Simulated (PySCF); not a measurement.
# SiH2: relaxation and vibrations of the singlet

The task is one start of a wider search on SiH2: the singlet, from a bent start. It is relaxed, tested by its Hessian and followed downhill if it is a saddle.

Method: PBE, basis Si def2-TZVP, H def2-TZVP, no relativity, density fitting; program: PySCF 2.14.0.

## 1. The system as given

3 atoms, charge 0, spin multiplicity 1.

Bond lengths: Si1–H2 1.480 Å, Si1–H3 1.480 Å. Angles: H2–Si1–H3 110.0°.

Z-matrix (Å, degrees; charge 0 multiplicity 1):
```
Si
H  1 1.4800
H  1 1.4800 2 110.00
```

## 2. The SCF at the typed geometry

One driver script runs all steps and calls PySCF; scf.py shows how it sets up the SCF of each step. The optimiser is the driver's own. After this first run the driver tries any further starts and a stability analysis.

Contents of scf.py:

```python
from pyscf import gto, scf, dft
mol = gto.M(atom='''
Si     0.000000     0.000000     0.000000
H      1.212300     0.000000     0.848900
H     -1.212300     0.000000     0.848900''',
    basis={'Si': 'def2-TZVP', 'H': 'def2-TZVP'},
    charge=0, spin=0)
mf = dft.RKS(mol, xc='PBE')
mf.grids.atom_grid = (50, 194)
aux = {'Si': 'def2-universal-JKFIT', 'H': 'def2-universal-JKFIT'}
mf = mf.density_fit(auxbasis=aux)
mf.conv_tol = 1e-08
mf.diis_space = 10
mf.max_cycle = 60
mf.init_guess = 'minao'
mf.verbose = 4
mf.kernel()
```

The run is started by

```
$ OMP_NUM_THREADS=2 python axn.py task.json out
```

The runs that follow: Relaxation: bent start, singlet; Vibrations and properties at this point.

Q: Predict the outcome of this session. Wanted: minimum; geometry; wavenumbers; dipole moment; highest occupied, lowest empty level; polar-tensor charge of Si1; zero-point energy; atomisation energy.

**Answer**, as computed:

| quantity | value |
| --- | --- |
| minimum | singlet, C2v |
| geometry | Si–H 1.539 Å (×2); H–Si–H 90.5° |
| wavenumbers (cm⁻¹) | 975 (a1), 1973 (a1), 1980 (b2) |
| dipole moment | 0.10 D |
| highest occupied, lowest empty level | -5.87, -4.03 eV |
| polar-tensor charge of Si1 | +0.38 e |
| zero-point energy | 29.5 kJ/mol |
| entropy at 298.15 K | 207.8 J/(mol K) |
| atomisation energy (no zero-point energy) | 619 kJ/mol |

In words: The bent start keeps its C2v symmetry and ends in a minimum. In the infrared the band at 1980 cm⁻¹ (b2, stretch) leads. Only this shape and spin were tried, so other structures or states may lie lower.
